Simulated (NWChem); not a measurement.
**Correlation energy of NO (+1)**

```xyz
2

N      0.0000     0.0000     0.5653
O      0.0000     0.0000    -0.4946
```
Charge +1, spin multiplicity 1.

Program: NWChem. The geometry was optimised at PBE0/def2-SVP, a minimum by its harmonic frequencies.

Basis set: cc-pVTZ. Each correlation energy counts from its own Hartree-Fock reference.

The correlated methods keep 2 core orbitals frozen. The structure started from a generated list of species. Coupled-cluster values serve here as a point of comparison, not as the truth.

One of these methods gave a correlation energy of -404.6 mHa. Which?
A. CCSD
B. RI-MP2
C. CR-CCSD[T]
D. SCS-MP2

B, RI-MP2. The others give -395.1 (SCS-MP2), -415.3 (CR-CCSD[T]), -398.0 (CCSD).
